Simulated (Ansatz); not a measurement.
Input for Ansatz (development build ahead of 0.2.0):

```yaml
crystal:
  periodic: [false, false, false]
  atoms:
    - { symbol: B, position_ang: [0.0, 0.0, 0.0] }
    - { symbol: O, position_ang: [0.0, 0.0, 1.14475] }
basis:
  gaussian: { orbitals: def2-SVP }
magnetization:
  spin_polarized: true
  initial_magnetization: 1
hamiltonian:
  xc: hf
correlation:
  method: mp2
  frozen_orbitals: { B: 1, O: 1 }
```

The input is written out in the form of the current development build from the run's settings.

The run gave:

* Converged: yes
* Reference energy: -99.43933 hartree
* Correlation energy: -0.23349 hartree
* Total energy: -99.67282 hartree
* Spin squared of the determinant: 0.789
* Stability test: minimum
* Occupied orbitals by symmetry in an Abelian subgroup (alpha; beta): 5 A1 1 B1 1 B2; 4 A1 1 B1 1 B2

Messages of the program:
```
mean field -2705.88203475 eV, -99.4393306644 hartree, gradient 2.4e-6 eV, S^2 0.789252; 3 other ends of a descent, 0 dependent functions left out
```
